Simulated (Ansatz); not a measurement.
Two shapes of singlet HF2(-).

Shape 1:

```xyz
3

F     0.0259    0.0405   -1.1300
H    -0.0131    0.0189    0.0444
F    -0.0387   -0.0116    1.1733
```

Shape 2:

```xyz
3

F     0.0000    0.0000   -1.2354
H     0.0000    0.0000    0.0000
F     0.0000    0.0000    1.2354
```

Basis set: def2-TZVP (spherical functions). Correlated methods keep 2 orbitals frozen. Charge -1, multiplicity 1.

Computed with Ansatz (development build ahead of 0.2.0); each method stands on the lowest determinant of its kind that the runs found.

Problem. Which shape is lower in energy, and by how much in each method?

Solution.

| method | E(2) − E(1) (eV) |
| --- | --- |
| RHF | 0.298 |
| RHF-MP2 | 0.197 |

Shape 1 is lower. Caution: no diffuse functions for an anion; stretched shape with no unrestricted run beside it, a lower state can exist. Caution for RHF-MP2: bonds are stretched, where a single reference can fail.
